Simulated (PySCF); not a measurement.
**Computed and reference excited states of carbon monoxide, `[C-]#[O+]`**

Published values to compare with (the computed states carry no symmetry labels, so the two lists aren't matched line by line):

| state | E (eV) | f | kind of transition | source |
| --- | --- | --- | --- | --- |
| a 3Πr | 6.04 |  | Te (adiabatic, minimum to minimum, no zero-point energy) | [1] |
| 3Π(n→π*) | 6.28 |  | vertical absorption | [2] |
| 3Π(n→π*) | 6.32 |  | vertical absorption | [3] |
| a' 3Σ+ | 6.92 |  | Te (adiabatic, minimum to minimum, no zero-point energy) | [1] |
| d 3Δi | 7.58 |  | Te (adiabatic, minimum to minimum, no zero-point energy) | [1] |
| e 3Σ- | 7.96 |  | Te (adiabatic, minimum to minimum, no zero-point energy) | [1] |
| A 1Π | 8.07 |  | Te (adiabatic, minimum to minimum, no zero-point energy) | [1] |
| I 1Σ- | 8.07 |  | Te (adiabatic, minimum to minimum, no zero-point energy) | [1] |
| D 1Δ | 8.17 |  | Te (adiabatic, minimum to minimum, no zero-point energy) | [1] |
| 3Σ+(π→π*) | 8.45 |  | vertical absorption | [2] |
| 1Π(n→π*) | 8.49 | 0.168 | vertical absorption | [2] |
| 1Π(n→π*) | 8.51 |  | vertical absorption | [3] |
| 3Σ+(π→π*) | 8.51 |  | vertical absorption | [3] |
| 3Δ(π→π*) | 9.27 |  | vertical absorption | [2] |
| 3Δ(π→π*) | 9.36 |  | vertical absorption | [3] |
| 3Σ-(π→π*) | 9.80 |  | vertical absorption | [2] |
| 1Σ-(π→π*) | 9.88 |  | vertical absorption | [3] |
| 3Σ-(π→π*) | 9.88 |  | vertical absorption | [3] |
| 1Σ-(π→π*) | 9.92 |  | vertical absorption | [2] |
| 1Δ(π→π*) | 10.06 |  | vertical absorption | [2] |
| 1Δ(π→π*) | 10.23 |  | vertical absorption | [3] |
| 3Σ+(n.d.) | 10.47 |  | vertical absorption | [2] |
| 1Σ+(R, first) | 10.78 |  | vertical absorption | [3] |
| 1Σ+(n.d.) | 10.95 | 0.003 | vertical absorption | [2] |
| 1Σ+(R, second) | 11.40 |  | vertical absorption | [3] |
| 1Σ+(n.d.) | 11.52 | 0.200 | vertical absorption | [2] |
| 1Π(R) | 11.53 |  | vertical absorption | [3] |
| 1Π(n.d.) | 11.72 | 0.106 | vertical absorption | [2] |

[1] measured, gas; Huber, Herzberg, Constants of Diatomic Molecules, NIST Chemistry WebBook
[2] computed, theoretical best estimate (aug-cc-pVTZ, frozen core, CC3 geometry), gas; Veril, Scemama, Caffarel, Lipparini, Boggio-Pasqua, Jacquemin, Loos, WIREs Comput. Mol. Sci. 2021, 11, e1517 (QUESTDB)
[3] measured, gas; Loos, Scemama, Blondel, Garniron, Caffarel, Jacquemin (2018), arXiv:1807.02045, literature column

Compound: carbon monoxide, CO.
SMILES with atom numbers: `[C-:1]#[O+:2]`

Method used: TDDFT B3LYP/def2-SVPD, vertical, gas phase, core orbitals frozen in the response in PySCF. Isolated species at its GFN2-xTB geometry, gas phase.

Computed singlets: 8.46 eV (f 0.158 summed over 2 states); 9.81 eV (f 0.000); 10.15 eV (f 0.000 summed over 2 states); 11.32 eV (f 0.000); 12.03 eV (f 0.133 summed over 2 states). Computed triplets (Tamm–Dancoff): 5.96, 5.96 eV.

Task: How does the lowest computed singlet compare with the best estimate listed for the lowest singlet (vertical absorption)?

Result: 8.46 eV against 8.49 eV for 1Π(n→π*) [2]: a difference of -0.03 eV. Geometry and basis of the two calculations needn't be the same.

Task: How does the lowest computed triplet compare with the best estimate listed for the lowest triplet (vertical absorption)?

Result: 5.96 eV against 6.28 eV for 3Π(n→π*) [2]: a difference of -0.32 eV. Geometry and basis of the two calculations needn't be the same.

n.d. means that the source names no orbital transition; it classes the state at 10.47 eV as Rydberg, the state at 10.95 eV as Rydberg, the state at 11.52 eV as Rydberg and the state at 11.72 eV as Rydberg.

Adiabatic (Te) and 0-0 energies refer to the relaxed excited state and aren't the vertical quantity computed here.

Time: 0.6 s of wall time. Hardware: Arm Neoverse V2, one thread, no GPU (shared host).
